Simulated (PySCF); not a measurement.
Species: (H3Si)2CH2, CH8Si2.
Bonds: Si1–C5, C5–Si6. Hydrogens: H2, H3, H4 on Si1; H10, H11 on C5; H7, H8, H9 on Si6.

Computed, not measured: PBE0-D3(BJ)/def2-SVP geometry optimisation, gas phase in PySCF 2.14.0.

**Question.** What internal coordinates does the optimisation give?

**Answer.** 
| bond | length (Å) |
| --- | --- |
| Si1–H2 and 5 like bonds | 1.496 |
| Si1–C5, C5–Si6 | 1.882 |
| C5–H10, C5–H11 | 1.104 |

Bonds in one row agree within 0.01 Å and their mean is given. A selection of angles:
| angle | degrees |
| --- | --- |
| H2–Si1–H3 | 108.4 |
| H2–Si1–C5 | 110.9 |
| H3–Si1–C5 | 110.3 |
| Si1–C5–Si6 | 115.3 |
| Si1–C5–H10 | 108.7 |
| H10–C5–H11 | 106.8 |

Si1 (silicon bonded to C and 3 H) is tetrahedral (angles from 108.4° to 110.9°).

Point group: near C2v, missed by 0.12 Å at most; the miss may be what the optimiser left on a soft mode (C2 holds within 0.08 Å). Whether it is a minimum is left open (no frequencies).
